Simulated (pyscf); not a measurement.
# Concerted two-bond exchange: difluorocarbene (F–C:–F) [singlet] + methane (CH₄) -> H₂C=C(F)–F + hydrogen (H₂)

Gas phase, singlet surface, charge 0. Bonds broken: C4–H5, C4–H6. Bonds formed: C2–C4, H5–H6. PySCF, gas phase, ωB97X-D3(BJ)/def2-SVP geometries.

Transition state (Å):

```xyz
8

F      0.3982     1.4779     1.0839
C     -0.7084     1.0984     0.3727
F     -0.3847     1.3503    -0.9336
C     -0.8724    -0.4625     0.5362
H     -0.0160    -1.5478     0.2737
H      0.1989    -0.5127     0.1227
H     -1.6471    -0.8163    -0.1471
H     -0.9688    -0.7038     1.5969
```

One imaginary mode, 1401i cm⁻¹; descent along it reached the two sides named.

```csv
bond,change,reactant side (Å),saddle,product side
C4–H5,breaks,1.099,1.407,3.8
C4–H6,breaks,1.099,1.149,3.0
C2–C4,forms,3.8,1.578,1.325
H5–H6,forms,1.797,1.068,0.760
```

Electronic energies relative to the separated reactants (kcal/mol):

```json
[
 {"level": "ωB97X-D3(BJ)/def2-TZVP", "barrier": "76.0", "reaction energy": "-15.3", "reverse barrier": "91.4"},
 {"level": "PBE/def2-TZVP", "barrier": "58.8", "reaction energy": "-19.2", "reverse barrier": "78.0"},
 {"level": "r²SCAN/def2-TZVP", "barrier": "62.1", "reaction energy": "-19.7", "reverse barrier": "81.8"},
 {"level": "B3LYP-D3(BJ)/def2-TZVP", "barrier": "68.9", "reaction energy": "-17.9", "reverse barrier": "86.8"},
 {"level": "PBE0-D3(BJ)/def2-TZVP", "barrier": "64.7", "reaction energy": "-19.1", "reverse barrier": "83.8"},
 {"level": "M06-2X/def2-TZVP", "barrier": "72.0", "reaction energy": "-18.9", "reverse barrier": "90.9"},
 {"level": "ωB97M-D3(BJ)/def2-TZVP", "barrier": "75.4", "reaction energy": "-14.5", "reverse barrier": "89.9"},
 {"level": "HF/def2-TZVP", "barrier": "99.8", "reaction energy": "-8.7", "reverse barrier": "108.5"}
]
```

With ωB97M-D3(BJ)/def2-TZVP energies and thermal terms (ideal gas, 1 atm, RRHO with modes under 100 cm⁻¹ raised to 100, one conformer, R ln 2 for chiral ones without a mode under 150 cm⁻¹), in kcal/mol:

```
T (K)   ΔH‡    ΔG‡     ΔH     ΔG
-----  ----  -----  -----  -----
298    72.8   82.7  -17.5  -15.2
600    73.4   92.7  -16.2  -13.4
900    74.4  102.1  -15.2  -12.2
1200   75.4  111.2  -14.4  -11.3
```

The same reactants have a lower exit, to H₃C–CH(F)–F (barrier +39.5 kcal/mol at ωB97M-D3(BJ)/def2-TZVP, against +75.4 kcal/mol here). This is the saddle that the search found; another between the same sides may lie lower. One closed-shell reference is unstable to symmetry breaking; treat the single-reference values with care.
